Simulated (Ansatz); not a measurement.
HfPbO3 (Pm-3m)

These are results of Ansatz 0.2.0, DFT r2SCAN, scalar-relativistic, plane waves, PAW, not measurements.

Cutoff 500 eV; k points 6×6×6 on the computed 5-atom cell (Γ-centred); Gaussian smearing, width 0.02 eV; no spin polarisation.

The structure is relaxed at this level of theory with its symmetry kept. Whether it is the stable form of this composition wasn't checked.

Symmetry: Pm-3m, No. 221, cubic system. Conventional cell: a = 4.132 Å, b = 4.132 Å, c = 4.132 Å, α = 90.00°, β = 90.00°, γ = 90.00°. Hf (site symmetry m-3m) has 6 O at 2.07 Å as nearest neighbours. Pb (site symmetry m-3m) is surrounded by 12 O at 2.92 Å. Around O (site symmetry 4/mmm) lie 2 Hf at 2.07 Å.

| Quantity | Value |
| --- | --- |
| Volume per atom | 14.11 Å³ |
| Formation energy from the elements' standard states (uncorrected) | -2.720 eV/atom |
| Generalised Kohn–Sham band gap | 2.91 eV, direct at X |
| Löwdin character of the top 1 eV of the valence band | O 2p 91 % |
| Löwdin character of the lowest 1 eV of the conduction band | Pb 6p 74 %, O 2s 9 %, O 2p 9 % |
| Electron masses at the edge by Cartesian direction of the standard setting (m_e; degenerate bands sorted by energy; no spin-orbit coupling) | x: 0.36; y: 0.36; z: 0.20 |
| Hole masses at the edge by Cartesian direction of the standard setting (m_e; degenerate bands sorted by energy; no spin-orbit coupling) | x: 0.82; y: 0.82; z: 0.28 |
| Bulk modulus | 179 GPa |
| Its pressure derivative | 4.3 |
| Electronic dielectric constant xx, yy, zz of the standard setting (independent particles) | 6.1, 6.1, 6.1 |
| Bader charges (e) | Hf (1 in the cell) 2.71, Pb (1 in the cell) 1.41, O (3 in the cell) -1.37 |

Spin-orbit coupling is left out, which matters for the bands of heavy elements.

Symmetry holds off the tilts and polar distortions that many cubic perovskites undergo.

Cost: 12 runs of about 8.6 core-minutes in all, on Intel Xeon Processor @ 2.50GHz (Skylake/Cascade Lake) (shared hosts).